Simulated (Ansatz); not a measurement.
# AlNH₂+ (doublet): the correlation ladder, def2-QZVPP

An exercise on one series of results from a longer session: the logs are not shown, and one member is left open.

Method: def2-QZVPP, core rule «outside noble gas», up to 6 orbitals frozen; program: Ansatz 0.2.0, Gaussian basis.

Plan: UHF; ROHF; CCSD(T) on UHF.

2 further runs of the same task are left out: 2 set aside as unsound or not needed. Runs told in other sessions of the task aren't counted.

### What is computed

The geometry is a PBE0/def2-TZVP stationary point (not a proven minimum) of the parent state, kept for this charge and spin.

4 atoms, charge 1, spin multiplicity 2.

Atoms are counted from 1 here; the program's logs count them from 0.

Bond lengths: Al1–N2 1.771 Å, N2–H3 1.007 Å, N2–H4 1.007 Å. Angles: Al1–N2–H3 124.1°, Al1–N2–H4 124.1°, H3–N2–H4 111.7°.

The first run:

in.yaml

```yaml
crystal:
  periodic: [false, false, false]
  atoms:
    - {symbol: Al, position_ang: [0.000000, 0.000000, 0.686473]}
    - {symbol: N, position_ang: [0.000000, 0.000000, -1.084932]}
    - {symbol: H, position_ang: [0.000000, 0.833405, -1.649784]}
    - {symbol: H, position_ang: [0.000000, -0.833405, -1.649784]}
basis:
  gaussian: {orbitals: "def2-QZVPP.json"}
total_charge: 1
magnetization: {spin_polarized: true, initial_magnetization: 1}
hamiltonian: {xc: hf}
output: {orbitals: {seedname: orbitals}}
```

Run with:

```console
$ ansatz run in.yaml --threads 1 --pin off --events-out ev --progress --plain --max-ram 2393MiB
```

Among the steps run: UHF; ROHF; CCSD(T) on UHF.

One table of the session follows, with a row left open; its other results are not shown here.

| method | from UCCSD(T) (kJ/mol) |
| --- | --- |
| ROHF | ? |
| UHF | +745.7 |
| UMP2 | +50.1 |
| UCCSD | +30.2 |
| UCCSD(T) | 0 |

**Question.** Estimate the row for ROHF.

**Answer.** from UCCSD(T) (kJ/mol): +748.3. In the column «from UCCSD(T) (kJ/mol)» it is the highest.
